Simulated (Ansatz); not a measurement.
A run of Ansatz (development build ahead of 0.2.0) on triplet H₂O in separate pieces at this shape:

```yaml
atoms:
  - { symbol: O, position_ang: [0.0000, 0.0000, 0.0000] }
  - { symbol: H, position_ang: [0.0000, 4.0000, 0.0000] }
  - { symbol: H, position_ang: [0.0000, -4.0000, 0.0000] }
```

Its results:

- Converged: yes
- Total energy: -75.93316 hartree
- Spin squared of the determinant: 2.000
- Stability test: minimum among restricted orbitals

Problem. Which input gives this output? Name the method, the orbitals and the basis set, and write the input.

Solution. PBE (restricted open-shell) in pcseg-2.

```yaml
crystal:
  periodic: [false, false, false]
  atoms:
    - { symbol: O, position_ang: [0.0, 0.0, 0.0] }
    - { symbol: H, position_ang: [0.0, 4.0, 0.0] }
    - { symbol: H, position_ang: [0.0, -4.0, 0.0] }
basis:
  gaussian: { orbitals: pcseg-2 }
magnetization:
  initial_magnetization: 2
hamiltonian:
  xc: pbe
```

Caution: stretched shape with no unrestricted run beside it, a lower state can exist; charge can spread falsely over distant fragments; other spin multiplicities may lie lower.
